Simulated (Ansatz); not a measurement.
This geometry of CH$_{3}$NO (6 atoms, charge 0, multiplicity 1) is a first-order saddle point.

Theory: Ansatz 0.2.0, UKS PBE0/cc-pVDZ.

```xyz
6
Properties=species:S:1:pos:R:3
N -0.771 -0.228 0.049
C 0.442 0.136 -0.250
O 1.128 0.195 0.826
H -1.527 -0.354 -0.619
H 0.861 0.366 -1.239
H -0.092 -0.178 1.186
```

(1) Which two structures does it join? (They come from a converged band through this point; their orientation in space is the band's.)

(2) How far does it lie above each of them?

Results:

(1) Bonds broken: O3–H6. Bonds formed: N1–H6.

Initial state:

```xyz
6
Properties=species:S:1:pos:R:3
N -0.985 -0.322 -0.097
C 0.208 0.079 -0.222
O 1.023 0.222 0.831
H -1.436 -0.362 -1.014
H 0.736 0.358 -1.149
H 0.496 -0.039 1.605
```

Final state:

```xyz
6
Properties=species:S:1:pos:R:3
N -0.611 -0.246 0.199
C 0.604 0.204 -0.201
O 1.539 0.426 0.535
H -1.363 -0.394 -0.458
H 0.649 0.347 -1.308
H -0.777 -0.401 1.186
```

(2) 31.5 kcal/mol above the first and 44.0 kcal/mol above the second. This is the barrier of this one path; another mechanism may lie lower. The orbitals stay closed-shell, which can raise the energy where a bond breaks towards radicals; this wasn't checked here.

The run took 3.6 min on 1 thread of Arm Neoverse V2, with other jobs on the host, peak memory 0.12 GiB.
